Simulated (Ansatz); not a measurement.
## C2H6O4: structure from calculated spectroscopic constants

These gas-phase data were calculated for one isomer of C2H6O4 at PBE0-D3(BJ)/def2-SVP (harmonic, unscaled wavenumbers; equilibrium rotational constants with average atomic masses):

- rotational constants: 5.333, 3.104, 3.034 GHz
- all wavenumbers above 1500 cm⁻¹: 3888, 3878, 3876, 3180, 3142, 3051
- dipole moment: 0.46 D (PBE0/def2-SVPD)

Candidates:

(1) `COC(O)(O)O`, a singlet
(2) `OCC(O)(O)O`, a singlet

Question: Which structure fits?

Answer: Candidate (1). 3 modes lie between 3300 and 4000 cm⁻¹, one for each O–H bond, while (2) has 4.

The same quantities for all candidates:

```tsv
	rotational constants (GHz)	wavenumbers above 1500 cm⁻¹	dipole (D)	E above the lowest, PBE0-D3(BJ)/def2-SVP (kcal/mol)
(1)	5.333, 3.104, 3.034	3888, 3878, 3876, 3180, 3142, 3051	0.46	0.0
(2)	5.381, 2.913, 2.862	3887, 3853, 3842, 3781, 3152, 3068	0.49	0.9
```

Each candidate is one conformer. Programs: Ansatz 0.2.0.
